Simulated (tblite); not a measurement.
Input of a run (GFN2-xTB geometry optimisation, gas phase (tblite 0.8.0)), started from a force field or distance geometry:
```
{"job": {"kind": "relax", "xc": "GFN2-xTB", "basis": "xTB"}, "charge": 0, "multiplicity": 1}
C     -2.611400     0.435400    -0.145300
C     -1.759300    -0.143600     0.668500
P     -0.045100     0.328100     0.664300
O      0.133300     1.347500    -0.486300
C      1.104300    -1.004000     0.308100
P      2.726500    -0.170600    -0.124700
H     -3.676800     0.136500    -0.131000
H     -2.249900     1.216600    -0.815400
H     -2.140400    -0.917300     1.339600
H      0.372800     0.968300     1.836200
H      1.292200    -1.659600     1.156500
H      0.833300    -1.605700    -0.568500
H      2.435200     1.212000    -0.514600
H      3.584500    -0.144000     1.070500
```

Output (eV, eV/Å):
```
step      E/eV     max force
  0    -532.18178    5.503
  1    -532.56270    3.405
  2    -532.76481    1.404
  3    -533.05946    1.079
  4    -533.15401    1.034
  5    -533.19833    0.758
  6    -533.22864    0.380
  7    -533.24371    0.318
  8    -533.25786    0.314
  9    -533.27325    0.367
 10    -533.28669    0.364
 11    -533.29615    0.293
 12    -533.30482    0.251
 13    -533.31355    0.258
 14    -533.32186    0.234
 15    -533.32908    0.212
 16    -533.33499    0.170
 17    -533.33982    0.168
 18    -533.34369    0.169
 19    -533.34750    0.173
 20    -533.35281    0.188
 21    -533.36005    0.260
 22    -533.36755    0.230
 23    -533.37368    0.202
 24    -533.37918    0.172
 25    -533.38611    0.281
 26    -533.39588    0.331
 27    -533.40494    0.228
 28    -533.41024    0.182
 29    -533.41329    0.132
 30    -533.41591    0.173
 31    -533.41850    0.197
 32    -533.42089    0.104
 33    -533.42273    0.108
 34    -533.42419    0.116
 35    -533.42651    0.163
 36    -533.42841    0.142
 37    -533.42964    0.094
 38    -533.43054    0.074
 39    -533.43168    0.104
 40    -533.43330    0.147
 41    -533.43542    0.176
 42    -533.43751    0.145
 43    -533.43900    0.111
 44    -533.43997    0.122
 45    -533.44099    0.087
 46    -533.44194    0.067
 47    -533.44286    0.075
 48    -533.44381    0.091
 49    -533.44458    0.085
 50    -533.44516    0.055
 51    -533.44569    0.075
 52    -533.44626    0.072
 53    -533.44680    0.066
 54    -533.44724    0.065
 55    -533.44766    0.064
 56    -533.44817    0.079
 57    -533.44872    0.071
 58    -533.44912    0.043
 59    -533.44935    0.032
 60    -533.44952    0.036
 61    -533.44970    0.040
 62    -533.44984    0.027
 63    -533.44992    0.021
 64    -533.44997    0.020
 65    -533.45004    0.023
 66    -533.45013    0.025
 67    -533.45020    0.019
 68    -533.45024    0.016
 69    -533.45027    0.013
 70    -533.45029    0.012
 71    -533.45032    0.011
 72    -533.45034    0.008
```

Question: Summarise the run.

Answer: The energy falls by 29.3 kcal/mol over 72 L-BFGS steps, the largest force on an atom goes from 5.50 to 0.008 eV/Å, and the atoms move by 0.388 Å rms after alignment. The bond that changes most is P3=O4 (phosphoryl phosphorus to phosphoryl oxygen), which shortens by 0.086 Å. Bonds longer at the end by more than 0.005 Å: 3 of 13; shorter: 7. Among the angles that change most is H13–P6–H14, from 108.4° to 91.6°. Among the dihedrals that turn most is H12–C5–P6–H14, from -142° to 163°. The energy never rose by more than 1e-5 eV on the way. The first step brought 30 % of the lowering.

Question: What are the final bond lengths?

Answer: C1=C2 1.323 Å, C2–P3 1.806 Å, P3=O4 1.461 Å, P3–C5 1.835 Å, C5–P6 1.864 Å, C1–H7 1.078 Å, C1–H8 1.079 Å, C2–H9 1.080 Å, P3–H10 1.398 Å, C5–H11 1.092 Å, C5–H12 1.095 Å, P6–H13 1.393 Å, P6–H14 1.400 Å. Numbering counts from 1 in the input's order; the species is `C=C[P@H](=O)CP`.

Its GFN2-xTB frequencies are all real (lowest 58 cm⁻¹). The numbers are those of one conformer.

The numbers are calculated, not measured.
